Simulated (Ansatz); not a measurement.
sulfur dioxide (SMILES O=S=O) moved off its minimum; all values from Ansatz (a first-principles code), cores frozen in correlated methods.
(charge 0, multiplicity 1)
```xyz
3

O     -1.31870     0.48735     0.12842
S      0.05198    -0.44394    -0.13671
O      1.26303     0.21980    -0.08331
```

Problem. Give the forces (eV/Å), the total energy and the dipole at CCSD(T)/aug-cc-pV(T+d)Z.

Solution. 
```json
[
 {"atom": "O1", "Fx": "5.477", "Fy": "-3.905", "Fz": "-1.095"},
 {"atom": "S2", "Fx": "-9.834", "Fy": "1.726", "Fz": "0.943"},
 {"atom": "O3", "Fx": "4.356", "Fy": "2.179", "Fz": "0.152"}
]
```
Energy -547.9624 hartree, dipole 2.27 D.

Doubts at one or more of the structures used: a restricted determinant that unrestricted orbitals would lower (CCSD(T)/aug-cc-pV(T+d)Z).
